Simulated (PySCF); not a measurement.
Gas-phase reaction: 4 vinylsilane + C2H6 = 4 CH3SiH3 + C6H6

Computed with PySCF and rigid-rotor harmonic-oscillator thermochemistry at 1 bar. † marks an energy on the PBE0/def2-TZVP geometry and frequencies; other levels use their own. MP2 freezes the core. All species are closed-shell singlets. MP2 isn't extrapolated to the basis-set limit.

```json
[
 {"level": "MP2/def2-TZVPP†", "ΔH°(298 K), kJ": "-356"},
 {"level": "PBE/def2-SVP", "ΔH°(298 K), kJ": "…"},
 {"level": "PBE0/def2-TZVP", "ΔH°(298 K), kJ": "…"},
 {"level": "r2SCAN/def2-TZVP†", "ΔH°(298 K), kJ": "-350"},
 {"level": "ωB97M-V/def2-TZVP†", "ΔH°(298 K), kJ": "-326"},
 {"level": "ωB97X-V/def2-TZVP†", "ΔH°(298 K), kJ": "…"}
]
```

### Question
What belongs in the gaps?

### Answer

- PBE/def2-SVP, ΔH°(298 K), kJ: -354
- PBE0/def2-TZVP, ΔH°(298 K), kJ: -351
- ωB97X-V/def2-TZVP†, ΔH°(298 K), kJ: -332
